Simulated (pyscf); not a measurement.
**Routes from HO–GaH–Cl + hydrogen (H₂)**

Candidate steps break at most two bonds and form at most two. Each was searched with GFN2-xTB (tblite) first. Optimised with ωB97X-D3(BJ)/def2-SVP in PySCF. Energies: ωB97M-D3(BJ)/def2-TZVP, kJ/mol, from the separated reactants, singlet surface; ΔG‡ with ideal gas, 1 atm, RRHO with modes under 100 cm⁻¹ raised to 100, one conformer, R ln 2 for chiral ones without a mode under 150 cm⁻¹.

```
products                              type    ΔE‡      ΔE  ΔG‡ 298 K  ΔG‡ 900 K  ν‡ (cm⁻¹)
-------------  ---------------------------  -----  ------  ---------  ---------  ---------
Cl–GaH₂ + H₂O         four-centre exchange   96.8   +46.5      136.9      216.1      1333i
HO–GaH₂ + HCl  concerted two-bond exchange  141.8  +106.1      176.4      251.0      1033i
```

Row 1: On the product side the descent ends in an adduct with a Ga–O contact, 79.6 kJ/mol under the separated species and 123.3 kJ/mol under the saddle at ωB97X-D3(BJ)/def2-TZVP. Row 2: On the product side the descent ends in a complex, 22.8 kJ/mol under the separated species and 47.5 kJ/mol under the saddle at ωB97X-D3(BJ)/def2-TZVP. 

Plain bond fissions and candidates not yet searched are not listed, and one of them may be faster. Each barrier is that of the saddle found; lower ones may exist. Elements up to Kr have no core potential and no relativistic terms here.
